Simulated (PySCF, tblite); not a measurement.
A database entry of computed molecular properties. Lists by class give the value and the number of equivalent atoms.

```json
{
 "formula": "C4H4F2",
 "smiles": "F/C=C/C=C/F",
 "inchi": "InChI=1S/C4H4F2/c5-3-1-2-4-6/h1-4H/b3-1+,4-2+",
 "charge": 0,
 "multiplicity": 1,
 "geometry_level": "GFN2-xTB",
 "atoms_angstrom": [
  ["F", -2.791, -0.865, -0.594],
  ["C", -1.464, -0.979, -0.457],
  ["C", -0.713, 0.049, -0.079],
  ["C", 0.715, -0.049, 0.075],
  ["C", 1.466, 0.98, 0.453],
  ["F", 2.793, 0.867, 0.59],
  ["H", -1.114, -1.975, -0.687],
  ["H", -1.18, 1.002, 0.123],
  ["H", 1.181, -1.002, -0.128],
  ["H", 1.116, 1.975, 0.682]
 ],
 "electronic_structure_code": "PySCF",
 "results": {
  "GFN2-xTB geometry": {
   "point_group": "C2h",
   "rotational_constants_GHz": [32.202, 1.174, 1.133]
  },
  "CAM-B3LYP/def2-SVPD ground state and vertical TDDFT (core frozen in the response)": {
   "dipole_D": 0.0,
   "homo_eV": -8.06,
   "lumo_eV": 0.24,
   "S1_eV": 6.02,
   "strongest_line_of_8_singlets_eV": 6.02,
   "T1_tda_eV": 3.21,
   "polarisability_au": 54.9,
   "r2_bohr2_about_centre_of_nuclear_charge": 874.7,
   "singlets_eV_and_f": [
    [6.02, 0.711],
    [6.61, 0.004],
    [6.74, 0.0],
    [7.04, 0.0],
    [7.26, 0.022],
    [7.37, 0.0],
    [8.24, 0.0],
    [8.27, 0.0]
   ],
   "triplets_tda_eV": [3.21, 5.04, 6.51]
  },
  "PBE0/pcSseg-1 ground state and GIAO shieldings, non-relativistic": {
   "shift_vs_computed_TMS_C_by_class_ppm": [
    [162.3, 2],
    [113.3, 2]
   ],
   "shift_vs_computed_TMS_H_by_class_ppm": [
    [7.15, 2],
    [6.05, 2]
   ],
   "shielding_other_nuclei_by_class_ppm": [
    ["F", 292.7, 2]
   ],
   "charges_hirshfeld_e_by_atom": [-0.09, 0.04, -0.07, -0.07, 0.04, -0.09, 0.06, 0.06, 0.06, 0.06]
  },
  "B3LYP/pcJ-1 indirect spin-spin coupling, non-relativistic, gas phase; spin–dipole term left out for some pairs": {
   "largest_one_bond_couplings_by_class_Hz": [
    ["19F–13C", -336.3, 2],
    ["13C–1H", 204.4, 2],
    ["13C–1H", 160.1, 2],
    ["13C–13C", 96.8, 2],
    ["13C–13C", 65.1, 1]
   ]
  },
  "GFN2-xTB harmonic vibrations, gas phase": {
   "strongest_ir_bands_cm-1_km_per_mol_modes": [
    [573.0, 33.4, 1],
    [1001.9, 62.8, 1],
    [1076.7, 394.4, 1],
    [1171.1, 38.5, 1],
    [1673.0, 216.7, 1],
    [3102.1, 53.3, 1]
   ],
   "zpe_kcal_per_mol": 42.4
  }
 }
}
```

The vertical singlet–triplet gap S1 − T1 is 2.81 eV (TDDFT singlet less Tamm–Dancoff triplet; S1: HOMO→LUMO, weight 0.98; T1: HOMO→LUMO, weight 0.94). No computed singlet falls in the visible range (750 to 380 nm, 1.65 to 3.26 eV); S1 lies 2.76 eV above its blue end. The 8 singlets span 6.02 to 8.27 eV, and their oscillator strengths add up to 0.74.

Shape of the structure used: `[F:1]/[CH:2]=[CH:3]/[CH:4]=[CH:5]/[F:6]`: C2–C3–C4–C5 180°.

One conformer stands for the species.
